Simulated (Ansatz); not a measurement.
System: rock-salt KI. Method: r²SCAN (Ansatz, a quantum-chemistry and plane-wave program, plane waves, PAW).

Total energies, extrapolated to zero smearing (they compare only within this program, potentials and cutoff):

```json
[
 {"system": "rock-salt KI, relaxed", "energy (eV/atom)": "-4536.9612"},
 {"system": "bcc K", "energy (eV/atom)": "-1542.4793"},
 {"system": "solid iodine", "energy (eV/atom)": "-7528.0239"}
]
```

Q: Work out the formation enthalpy per atom.

A: ΔH_f ≈ ΔE = -4536.9612 − [1 × (-1542.4793) + 1 × (-7528.0239)]/2 = -1.710 eV/atom (0 K, no vibrations). The reference value is -1.699 eV/atom (measured, 298 K, copied from a table, unchecked, not corrected to a static lattice; as tabulated in Wang et al. (2021), doi:10.1038/s41598-021-94550-5), a difference of -0.011 eV/atom.

Spin–orbit coupling, which matters for such heavy atoms, is left out.

The PAW data were made under PBE.
